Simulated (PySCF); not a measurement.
Screening by computed properties: pick the candidate that meets the target.

Species are written as SMILES; each is one conformer at its optimised geometry, gas phase, non-relativistic unless stated; the electronic structure was computed with PySCF and density fitting.

The conformers computed, where there is a choice (atom-mapped SMILES and torsion angles):
- `[CH2:1]=[C:2]([CH3:3])[CH2:4][O:5][C@H:6]1[CH2:7][CH2:8][S:9]1`: C1–C2–C4–O5 127°, C2–C4–O5–C6 173°, C4–O5–C6–C7 -174°
- `[NH2:1][CH2:2][C:3]([F:4])([F:5])[F:6]`: N1–C2–C3–F4 60°, H–N1–C2–C3 178°, H–N1–C2–C3 -61°
- `[CH3:1][SiH:2]([CH3:3])[S:4][CH2:5][CH:6]([F:7])[F:8]`: C1–Si2–S4–C5 44°, Si2–S4–C5–C6 73°, S4–C5–C6–F7 -79°

(1) Wanted: dipole moment between 2.5 D and 3.6 D (PBE0/pcSseg-1) and smallest rotational constant above 2 GHz (GFN2-xTB), at GFN2-xTB geometries. Which candidate meets both?
A. `Cc1nnn2c(C)cccc12`
B. `NCC(F)(F)F`
C. `c1cc[nH]c1`
D. `C(C)(=C)CO[C@H]1CCS1`

(2) Wanted: HOMO energy between -7.2 eV and -6.7 eV (PBE0/pcSseg-1) and HOMO–LUMO gap above 7.4 eV (PBE0/pcSseg-1), at GFN2-xTB geometries. Which candidate meets both?
A. `c1cc[nH]c1`
B. `C[SiH](C)SCC(F)F`
C. `NCC(F)(F)F`
D. `C=C(C)CO[C@H]1CCS1`

## Answers

(1) B. Computed values:
```csv
species,dipole moment,smallest rotational constant
C(C)(=C)CO[C@H]1CCS1,1.25 D,0.642 GHz
c1cc[nH]c1,1.98 D,4.625 GHz
NCC(F)(F)F,3.08 D,2.775 GHz
Cc1nnn2c(C)cccc12,4.18 D,0.718 GHz
```

(2) B. Computed values:
| species | HOMO energy | HOMO–LUMO gap |
| --- | --- | --- |
| NCC(F)(F)F | -7.46 eV | 8.63 eV |
| C[SiH](C)SCC(F)F | -7.04 eV | 7.52 eV |
| C=C(C)CO[C@H]1CCS1 | -6.44 eV | 6.48 eV |
| c1cc[nH]c1 | -6.12 eV | 7.32 eV |
